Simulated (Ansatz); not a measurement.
Born–Oppenheimer molecular dynamics of CH₈Si₂ (11 atoms, charge 0, multiplicity 1). It starts at the highest image of a converged band. Of that band: The profile has 2 maxima (images 3, 7) with wells between them (image 4): this band takes more than one step, which may be the mechanism or a detour left from its start path. A structure lower than the last end lies on the path between it and the top, so the climb from that side starts below the end, which may itself be a saddle point or a shallow side well. Neighbouring images differ by up to 2.0 eV, so the band resolves the path poorly. A vibrational analysis at the climbing image gives one clearly imaginary mode, 1187i cm⁻¹: a first-order saddle point.

These are results of RKS B3LYP-D4/def2-SVP (Ansatz), not measurements.

| Item | Value |
| --- | --- |
| ensemble | NVE (velocity Verlet) |
| time step | 0.5 fs |
| steps asked | 200 |
| starting velocities drawn for | 300 K |
| seed | 6894 |

First frame:

```xyz
11
Properties=species:S:1:pos:R:3
Si -0.487 0.401 0.331
H 0.632 0.336 1.373
C 1.770 -0.249 0.476
H 1.828 -1.255 0.909
H 1.973 -0.254 -0.600
H 2.446 0.448 0.990
H -0.097 1.412 -0.711
Si -0.868 -1.667 -0.719
H -0.789 -2.745 0.314
H -2.235 -1.692 -1.321
H 0.124 -1.981 -1.795
```

**Question.** How far do the bonds stretch over the last three quarters of this one trajectory? (Pairs bonded in most of those frames.)

**Answer.** 
| bond | mean (Å) | spread (Å) | shortest | longest |
| --- | --- | --- | --- | --- |
| Si1–H7 | 1.534 | 0.021 | 1.50 | 1.57 |
| Si1–Si8 | 2.401 | 0.062 | 2.30 | 2.47 |
| H2–C3 | 1.139 | 0.103 | 0.98 | 1.34 |
| C3–H4 | 1.102 | 0.020 | 1.07 | 1.15 |
| C3–H5 | 1.102 | 0.019 | 1.06 | 1.14 |
| C3–H6 | 1.102 | 0.010 | 1.08 | 1.13 |
| Si8–H9 | 1.499 | 0.007 | 1.48 | 1.51 |
| Si8–H10 | 1.510 | 0.037 | 1.45 | 1.57 |
| Si8–H11 | 1.496 | 0.007 | 1.48 | 1.51 |

Mean temperature of the second half: 623 K. The conserved energy stayed within 0.41 meV per atom of its start (net change 0.14 meV per atom), so the integration is sound. The kinetic energy rose, since the run started high on the potential surface and went downhill. It ends in pieces (CH4 + H4Si2), so much of that is their flight and rotation, not heat. A run of 0.1 ps of so small a system gives no equilibrium averages. The orbitals stay closed-shell, which can raise the energy where a bond breaks towards radicals; this wasn't checked here.

Time of the run: 5.8 min on 2 threads of Arm Neoverse V1, with other jobs on the host, peak memory 0.17 GiB.
